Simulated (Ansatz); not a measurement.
System: hcp Hf. Method: LDA+SOC in Ansatz (PAW).

Settings: plane-wave cutoff 520 eV, 24×24×14 k mesh (along the axes of the cell as run), Fermi–Dirac smearing 0.038 eV (set by the program), PAW data made under PBE.

Computed at the level's own relaxed cell.

Elastic tensor (GPa, Voigt notation, ions relaxed):

```
  194.1    79.0    81.2     0.0     0.0     0.0
   79.0   194.1    81.2     0.0     0.0     0.0
   81.2    81.2   215.9     0.0     0.0     0.0
    0.0     0.0     0.0    47.5     0.0     0.0
    0.0     0.0     0.0     0.0    47.5     0.0
    0.0     0.0     0.0     0.0     0.0    57.5
```

Work out the Voigt, Reuss and Hill averages of the bulk and shear moduli, Young's modulus and Poisson's ratio from the printed constants.

K_V = [C11 + C22 + C33 + 2(C12 + C13 + C23)]/9 = [604.1 + 2 × 241.4]/9 = 120.8 GPa. G_V = [604.1 − 241.4 + 3 × 152.5]/15 = 54.7 GPa. From the compliances S = C⁻¹, K_R = 120.4 and G_R = 53.9 GPa. Hill means: K = 120.6, G = 54.3 GPa. E = 9KG/(3K + G) = 142 GPa, ν = (3K − 2G)/(6K + 2G) = 0.30, K/G = 2.22.

Ansatz is a quantum-chemistry and plane-wave program.
